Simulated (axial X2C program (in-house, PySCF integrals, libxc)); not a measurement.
Correcting the dissociation energy of OH for spin–orbit coupling

A spin-free CCSD(T) curve (one-electron X2C) was computed with an in-house all-electron X2C program for linear molecules (integrals from PySCF), basis O dyall-av3z [7s6p3d2f], H dyall-v3z [6s2p1d] (cores contracted in-house), for the state M_S = 1/2, Λ = 1 (beyond evenly filled blocks: π+α, π+β, π-α). It gives D0 = 4.293 eV to O + H, which in a spin-free picture are the weighted means of the ground terms.

Correlated methods: 7 electrons correlated (number of frozen shells: O 1 s; H none), 129 virtual spin orbitals or spinors in MP2, 79 natural virtuals in coupled cluster.

Measured levels of the ground terms (NIST Handbook of Basic Atomic Spectroscopic Data), in cm⁻¹: O 3P: J = 2 at 0, J = 1 at 158.3, J = 0 at 227; H 2S: J = 1/2 at 0.

The two components of the molecular doublet are 138 cm⁻¹ apart in the PBE0 2c search (Ω = 3/2 lower), so the lower one lies 69 cm⁻¹ under their mean.

(1) How far does each ground level lie under the (2J+1)-weighted mean of its term?

(2) Correct D0.

Second-order spin–orbit effects in the molecule, which grow quickly with Z, are left out. The state is a single determinant with fixed occupations, the lowest that a limited PBE0 search found. De is counted from the lowest determinant-based energies of the atoms at the same level, without counterpoise correction. CCSD and (T) use frozen natural virtuals with an MP2 correction for the truncation; (T) itself is uncorrected, so its De runs slightly low.

Results:

(1) O: (5 × 0 + 3 × 158.3 + 1 × 227)/9 = 78 cm⁻¹; H: a single level, 0.

(2) D0 = 4.293 + (69 − 78)/8065.5 = 4.292 eV at CCSD(T) with these spin–orbit terms. The direct two-component run gives 4.295 eV; the difference holds second-order terms in the molecule, scalar two-electron terms, the gap between measured and computed atomic splittings (a 2c atom can miss part of its lowering) and, in coupled cluster, the truncation of each run.
